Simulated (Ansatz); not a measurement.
Process, species as SMILES: CC#CC + 2 C (CH4) -> C#C (C2H2) + 2 CC (C2H6)

Wanted: bond separation energy (enthalpy at 298 K), in kcal/mol. Terms: dispersion terms only where a functional's name holds one; valence correlation only; six Cartesian d functions in 6-31G* and its kin unless marked 5d; LANL2DZ all-electron up to Ne; 6-311+G** with 5d; spin-orbit terms left out; non-relativistic. Basis-set limits of correlation are two-point, X^-3; Hartree-Fock from the larger set. The bracket is a focal-point correction in the basis named. First-principles rows: single points at B3LYP-D3(BJ) geometries (Ansatz, a first-principles code), with unscaled harmonic terms from B3LYP/6-31G* (Ansatz) at its own minima.

Measured values: Active Thermochemical Tables 1.112 (ions: stationary electron), as tabulated in the package chemicals; they hold spin-orbit and core effects, anharmonicity. 

Value to compare with, the measured value: 15.3 kcal/mol.

```
level                                              program  bond separation energy (enthalpy at 298 K) (kcal/mol)  error
-------------------------------------------------  -------  -----------------------------------------------------  -----
B3LYP/STO-3G                                        Ansatz                                                   16.9    1.6
B3LYP/3-21G                                         Ansatz                                                   16.0    0.7
B3LYP/LANL2DZ                                       Ansatz                                                   18.8    3.5
B3LYP/6-31G                                         Ansatz                                                   18.0    2.7
B3LYP/6-31G*                                        Ansatz                                                   18.6    3.3
B3LYP/6-31+G*                                       Ansatz                                                   17.6    2.3
B3LYP/6-31G**                                       Ansatz                                                   18.0    2.7
B3LYP/def2-SVP                                      Ansatz                                                   17.2    1.9
B3LYP/cc-pVDZ                                       Ansatz                                                   16.2    0.9
B3LYP/6-311+G**                                     Ansatz                                                   15.9    0.6
B3LYP/def2-TZVPD                                    Ansatz                                                   16.6    1.3
RI-MP2/CBS(cc-pVTZ,cc-pVQZ)+[CCSD(T)-MP2]/cc-pVTZ   Ansatz                                                   14.1   -1.2
```

10 of the 10 habitual levels lie above the measured value; their mean absolute error is 2.0 kcal/mol, the median 2.1.

The sets are all those run for this method; left out are runs that failed, that the program found above a lower state of the same kind, or whose <S^2> lies over 0.5 above the pure value.
